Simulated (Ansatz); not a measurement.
# A geometry optimisation of BHO2 with BLYP-D3(BJ)/def2-SVP

The starting geometry of this gas-phase singlet was optimised with GFN2-xTB.

```xyz
4

B    -1.2633   -0.0545    0.4506
O    -0.0527   -0.4240    0.8636
O    -0.2354   -0.7406   -0.5178
H     0.2612   -0.0481   -0.9883
```

**Question.** Predict what becomes of its bonds when it is optimised with BLYP-D3(BJ)/def2-SVP.

**Answer.** A bond breaks, leaving `O=BO`. Distances that change by over a tenth: B1–O3 (1.57 → 1.33 Å). Contacts that open: O2–O3 (1.43 → 2.56 Å).

The energy falls by 7.26 eV over 14 steps:

| step | E − E(last) (eV) |
| --- | --- |
| 1 | 7.261 |
| 2 | 7.001 |
| 4 | 6.103 |
| 5 | 5.087 |
| 7 | 1.721 |
| 8 | 0.762 |
| 10 | 0.038 |
| 11 | 0.009 |
| 13 | 0.000 |
| 14 | 0.000 |

Final geometry (Å):

```xyz
4

B    -0.5027   -0.3566    0.4278
O    -0.5583   -0.1988    1.6398
O    -0.4883   -0.5579   -0.8904
H     0.2593   -0.1539   -1.3690
```

No frequencies were run, so the end isn't proven a minimum. Run with Ansatz 0.2.0, 8.7 s on 1 thread of Arm Neoverse V1, with other jobs on the host.
